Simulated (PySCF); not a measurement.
**LiC and its ions**

r²SCAN; basis Li aug-pcseg-1, C aug-pcseg-1; no relativity; PySCF 2.14. Neutral (UKS): quartet (σ ↑, π ↑↑), Re = 1.911 Å, ωe = 662 cm⁻¹, De = 2.81 eV, HOMO -4.30 eV, LUMO -1.31 eV.

LiC⁺ (UKS): triplet (σ ↑, π ↑), Re = 2.413 Å, ωe = 281 cm⁻¹, De = 0.42 eV to Li⁺ + C. The energies at the minima are -45.39214 hartree for LiC and -45.10719 for LiC⁺.

**Question.** Work out the adiabatic ionisation energy, without and with harmonic zero-point energies (1 hartree = 27.2114 eV, 1 eV = 8065.5 cm⁻¹), and the change of the bond length.

**Answer.** At r²SCAN: 0.28495 hartree = 7.754 eV between the minima; the zero-point term (281.0 − 662.0)/2 cm⁻¹ = -0.024 eV makes it 7.730 eV. Re changes by +50.2 pm against the neutral. The electron leaves a π orbital, and the ion is left as a loose complex of an ion and an atom.

Weak bonds: LiC⁺. Basis-set superposition, not corrected here, can be much of De in a small basis, most of all at correlated wavefunction levels. For an ion De counts to the pair picked by the measured ionisation energies or electron affinities, which need not be the lowest pair at this level. States were picked by a PBE0 search and need not be the measured ground states.
